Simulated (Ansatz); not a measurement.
A run of Ansatz (development build ahead of 0.2.0) on doublet CN at this shape:

```xyz
2

C     0.0000    0.0000    0.0000
N     0.0000    0.0000    2.3400
```

Its results:

```json
{
 "Converged": "yes",
 "Total energy": "-91.88508 hartree",
 "Spin squared of the determinant": "0.750",
 "Stability test": "minimum among restricted orbitals"
}
```

Problem. Which input gives this output? Name the method, the orbitals and the basis set, and write the input.

Solution. ROHF in pcseg-2.

```yaml
crystal:
  periodic: [false, false, false]
  atoms:
    - { symbol: C, position_ang: [0.0, 0.0, 0.0] }
    - { symbol: "N", position_ang: [0.0, 0.0, 2.34] }
basis:
  gaussian: { orbitals: pcseg-2 }
magnetization:
  initial_magnetization: 1
hamiltonian:
  xc: hf
```

Caution: stretched shape with no unrestricted run beside it, a lower state can exist.
